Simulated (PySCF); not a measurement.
Compound: thietane, C3H6S.
Geometry (GFN2-xTB, Å), atoms numbered from 1 in this order:
```
atom  x, y, z in Å
C1     0.0120    0.7112   -0.1624
C2    -1.1289   -0.2278    0.2338
S3     0.0310   -1.5687    0.7017
C4     1.1215   -0.3408   -0.1135
H5     0.1650    1.4914    0.5823
H6    -0.1144    1.1814   -1.1377
H7    -1.7592   -0.5444   -0.5950
H8    -1.7469    0.0980    1.0669
H9     1.4384   -0.7049   -1.0889
H10    1.9905   -0.0907    0.4902
```

PySCF, density fitting, gas phase, GFN2-xTB geometry. The standard run uses grid level 2 after a coarse-grid start, the def2-universal JK fitting basis (with tight functions added where the orbital basis needs them), an energy threshold of 1e-9 Eh and DIIS. Cycle counts include a coarse-grid stage where the run had one.

Question: Standard PBE0/def2-SVPD: E = -515.614545 Eh, HOMO -6.276 eV, LUMO -0.038 eV, dipole 2.059 D, 12 cycles (coarse-grid cycles included). What changes at PBE0/def2-SVPD with: grid level 3?

Answer: E = -515.614547 Eh (-0.002 mEh), HOMO -6.276 eV (0.000), LUMO -0.038 eV (0.000), dipole 2.059 D (0.000), 12 SCF cycles. The result matches the standard run within 0.02 mEh and 0.003 eV.

The cycles:
```
cycle   1  E = -515.5469456865  dE =  3.508e-01  |g| = 2.021e-01  |ddm| = 4.055e+00
cycle   2  E = -515.5505404756  dE = -3.595e-03  |g| = 1.918e-01  |ddm| = 8.838e-01
cycle   3  E = -515.5603214638  dE = -9.781e-03  |g| = 3.283e-02  |ddm| = 3.049e-01
cycle   4  E = -515.5605505771  dE = -2.291e-04  |g| = 1.453e-02  |ddm| = 1.178e-01
cycle   5  E = -515.5606100547  dE = -5.948e-05  |g| = 4.499e-03  |ddm| = 3.663e-02
cycle   6  E = -515.5606153394  dE = -5.285e-06  |g| = 4.810e-04  |ddm| = 7.794e-03
cycle   7  E = -515.6145291589  dE = -1.485e-05  |g| = 8.260e-03  |ddm| = 6.750e-02
cycle   8  E = -515.6145095101  dE =  1.965e-05  |g| = 1.177e-02  |ddm| = 2.679e-02
cycle   9  E = -515.6145470169  dE = -3.751e-05  |g| = 5.600e-04  |ddm| = 1.776e-02
cycle  10  E = -515.6145471060  dE = -8.906e-08  |g| = 1.206e-04  |ddm| = 1.857e-03
cycle  11  E = -515.6145471094  dE = -3.385e-09  |g| = 3.424e-05  |ddm| = 2.350e-04
cycle  12  E = -515.6145471097  dE = -3.216e-10  |g| = 5.308e-06  |ddm| = 9.281e-05
```

Question: Standard PBE0/pcSseg-1: E = -515.776541 Eh, HOMO -6.253 eV, LUMO 0.281 eV, dipole 2.048 D, 12 cycles (coarse-grid cycles included). What changes at PBE0/pcSseg-1 with: grid level 4, start guess atom?

Answer: E = -515.776545 Eh (-0.004 mEh), HOMO -6.253 eV (0.000), LUMO 0.281 eV (0.000), dipole 2.048 D (0.000), 9 SCF cycles. The result matches the standard run within 0.02 mEh and 0.003 eV.

The cycles:
```
cycle   1  E = -515.5680021976  dE =  1.190e+00  |g| = 9.050e-01  |ddm| = 3.000e+00
cycle   2  E = -515.3956580008  dE =  1.723e-01  |g| = 1.186e+00  |ddm| = 1.716e+00
cycle   3  E = -515.7736387267  dE = -3.780e-01  |g| = 1.050e-01  |ddm| = 1.183e+00
cycle   4  E = -515.7763126435  dE = -2.674e-03  |g| = 3.082e-02  |ddm| = 1.877e-01
cycle   5  E = -515.7765191161  dE = -2.065e-04  |g| = 1.060e-02  |ddm| = 4.315e-02
cycle   6  E = -515.7765451505  dE = -2.603e-05  |g| = 1.195e-03  |ddm| = 9.078e-03
cycle   7  E = -515.7765454367  dE = -2.862e-07  |g| = 4.584e-04  |ddm| = 1.358e-03
cycle   8  E = -515.7765454881  dE = -5.140e-08  |g| = 2.699e-05  |ddm| = 4.725e-04
cycle   9  E = -515.7765454883  dE = -1.974e-10  |g| = 4.782e-06  |ddm| = 3.823e-05
```
